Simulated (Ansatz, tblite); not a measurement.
Cost and result up the ladder for Si(OMe)H3 (CH₆OSi) (9 atoms). Charge 0, multiplicity 1. Geometry: PBE0-D4/def2-TZVP.

```xyz
9

Si   -0.306    0.663   -1.095
O    -0.458   -0.643   -0.111
C     0.250   -0.761    1.100
H     1.334   -0.743    0.937
H    -0.013   -1.716    1.559
H    -0.011    0.042    1.799
H    -0.703    1.912   -0.385
H    -1.197    0.422   -2.253
H     1.105    0.823   -1.550
```

Ansatz on 4 threads of Arm Neoverse V2 on a shared host; xTB runs through tblite on one thread. Times are rough, summed over both states, and most runs start from the orbitals of an earlier one. PBE0-D4/def2-TZVP serves as the yardstick here, not as an exact answer. The other state is a doublet.

The xTB rows come from tblite.

Raw xTB energies of ions are shifted by several eV.

```
                          level  functions  wall time  vertical IE (eV)  difference from PBE0-D4/def2-TZVP (eV)
                       GFN2-xTB         23    0.004 s             14.31                                    3.86
                       GFN1-xTB         29    0.007 s             15.36                                    4.91
               PBE-D4/def2-TZVP        135        2 s             10.13                                   -0.32
PBE0-D4/def2-TZVP (with forces)        135      2.6 s             10.45                                    0.00
            r2SCAN-D4/def2-TZVP        135        4 s             10.26                                   -0.18
```
